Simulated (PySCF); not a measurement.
C₃H₄, SMILES C#CC. The structure is a stationary point at B3LYP-D3(BJ)/def2-TZVP.

Computed equilibrium geometry at B3LYP-D3(BJ)/def2-TZVP (PySCF confirms it by a frequency run) as bond lengths and angles, and its point group:
point group C3v.
Atoms: C1 C2 C3 H4 H5 H6 H7. Bond lengths (Å): C1–C2 1.454, C1–H4 1.092, C1–H5 1.092, C1–H6 1.092, C2–C3 1.200, C3–H7 1.062. Bond angles (°): C2–C1–H4 110.9, C2–C1–H5 110.9, C2–C1–H6 110.9, H4–C1–H5 108.0, H4–C1–H6 108.0, H5–C1–H6 108.0, C1–C2–C3 180.0, C2–C3–H7 180.0.
Charge 0, spin multiplicity 1.
